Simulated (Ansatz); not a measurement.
Basis sets over 5 cases of the deprotonation energy at CCSD(T) with Ansatz (Al to Cl present), each against its own reference: (a) Hartree-Fock in aug-cc-pV5Z plus the correlation part extrapolated as X^-3 from aug-cc-pVQZ and aug-cc-pV5Z; (b) Hartree-Fock in aug-cc-pVQZ plus the correlation part extrapolated as X^-3 from aug-cc-pVTZ and aug-cc-pVQZ. By their distance from other large sets or by the extrapolation step the references are unsure by up to roughly 0.29 kcal/mol. B3LYP-D3(BJ)/def2-TZVP geometries; electronic energies; the proton's site as shown, best or not; frozen cores; no added dispersion term; no relativity. Cartesian d functions in some cases of 6-311+G**. (X+d) sets on Al to Cl for cc-pVXZ and aug-cc-pVXZ. 

Cases are drawn at random; left out are references unsure by over 0.33 kcal/mol, doubtful singlets, and cases whose largest runs show a restricted determinant unstable towards unrestricted orbitals, <S^2> over 0.1 too high or, where CCSD(T) ran, T1 over 0.025 (0.045 for open shells). Sets are drawn from those converged to one state in every case.

Cases (SMILES) and reference values:
- P (PH3) → [PH2-] + H+: 372.49 kcal/mol (b)
- Cl (HCl) → [Cl-] + H+: 336.72 kcal/mol (a)
- S (H2S) → [SH-] + H+: 355.46 kcal/mol (b)
- ClC (CH3-Cl) → [CH2-]Cl + H+: 405.18 kcal/mol (b)
- [SiH4] (SiH4) → [SiH3-] + H+: 379.61 kcal/mol (b)

```
basis              functions over def2-SVP (largest species, mean of cases)  mean signed deviation (kcal/mol)  mean absolute  largest  within 1 kcal/mol
-----------------  --------------------------------------------------------  --------------------------------  -------------  -------  -----------------
6-31G                                                                   0.6                              1.13           5.75    14.55             1 of 5
3-21G                                                                   0.6                              4.65           6.73    15.41             0 of 5
pcseg-1                                                                 1.0                              8.29           8.29    11.31             0 of 5
6-311+G**                                                               1.5                              6.41           6.41     7.65             0 of 5
pcseg-2                                                                 2.2                             10.36          10.36    13.30             0 of 5
jun-cc-pV(T+d)Z                                                         2.7                              1.35           1.35     2.07             1 of 5
6-311++G(3df,3pd)                                                       3.0                              1.82           1.82     2.62             1 of 5
aug-cc-pVTZ                                                             3.6                              0.48           0.74     1.54             3 of 5
def2-QZVPP                                                              4.7                              2.91           2.91     3.93             0 of 5
aug-cc-pVQZ                                                             6.6                              0.29           0.32     0.59             5 of 5
```

Of the sets for which every case ran a larger relative (same family, alike in diffuse functions), none listed holds all cases within 1 kcal/mol together with them. Inside, though some case ran no larger relative to test it: aug-cc-pVQZ. Largest deviations of relatives not listed, over the cases that ran them: aug-cc-pV5Z 0.31 kcal/mol. A case lies within its reference's uncertainty of the window's edge in jun-cc-pV(T+d)Z, aug-cc-pVTZ, def2-QZVPP. These figures hold for the cases listed.

Ansatz is a first-principles code.
